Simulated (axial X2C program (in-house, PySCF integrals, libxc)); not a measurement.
Estimating the spin–orbit splitting of the π levels of NaF

Calculated with an axial X2C code built on PySCF integrals. Spin-free means the one-electron spin-free X2C Hamiltonian; two-component (2c) means X2C with spin–orbit coupling and atomic mean-field two-electron Coulomb and Gaunt terms, so the difference of the two also holds small scalar two-electron terms. Basis: Na dyall-cv3z [9s8p5d2f], F dyall-av3z [7s6p3d2f] (cores contracted in-house); Gaussian nuclei, density fitting, unrestricted open shells. Masses: Na 22.990 u, F 18.998 u.

Hartree–Fock at 1.934 Å, closed shell. Valence p splittings ε(p3/2) − ε(p1/2) of spherical Dirac–Hartree–Fock atoms with fractionally filled p shells: F 2p 0.072 eV.

| filled π level (eV), spin-free | F p share | Na p share |
| --- | --- | --- |
| -11.68 | 0.97 | < 0.02 |

(1) In first order a p shell splits by 3ζ/2 and a π orbital by ζ. Estimate the splitting of each π level from the shares.

The two-component Hartree–Fock calculation gives:

```csv
ε(ω = 1/2) (eV),σ share of it,ε(ω = 3/2) (eV),splitting (eV),estimate (eV)
-11.694,0.01,-11.651,0.04,0.05
```

The estimate leaves out the mixing of π1/2 with σ1/2 levels, which pushes the ω = 1/2 spinor up or down, the d and f parts of the orbital, small shares of the strongly split outer-core p shell of a metal, the Gaunt term (absent from the atomic values), and the change of the atomic p orbitals with charge; Löwdin shares depend on the basis.

Answers

(1) level -11.68 eV: (2/3) × (0.97 × 0.072) = 0.05 eV.
